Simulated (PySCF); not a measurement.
# Basis-set dependence of SiH⁺ at PBE0

PySCF, UKS reference; singlet, unpaired electrons none; De to Si⁺ + H without counterpoise correction.

```
        basis     relativity  functions  Re (Å)  ωe (cm⁻¹)  De (eV)  μ (D)
        3-21G  no relativity         15   1.544       2049     2.92   0.68
jorge-DZP-DKH  spin-free X2C         29   1.532       2112     3.15   0.49
  6-311G(d,p)  no relativity         32   1.520       2142     3.20   0.53
    def2-TZVP  no relativity         43   1.518       2128     3.24   0.47
  def2-TZVPPD  no relativity         65   1.519       2124     3.24   0.47
```

Problem. How does each smaller set differ from the one with most functions, def2-TZVPPD?

Solution. 3-21G: +2.5 pm, -3.5 % in ωe, -0.32 eV in De; jorge-DZP-DKH: +1.3 pm, -0.6 % in ωe, -0.09 eV in De; 6-311G(d,p): +0.1 pm, +0.8 % in ωe, -0.04 eV in De; def2-TZVP: -0.1 pm, +0.2 % in ωe, +0.00 eV in De. All at PBE0; the set with most functions is neither the basis-set limit nor always the best. The rows treat relativity differently, so the differences are not basis effects alone.

A positive dipole points towards H; it is taken about the centre of mass and depends on that origin. For an ion De counts to the pair picked by the measured ionisation energies or electron affinities, which need not be the lowest pair at this level. 3-21G is very small, so such numbers show the basis as much as the molecule.
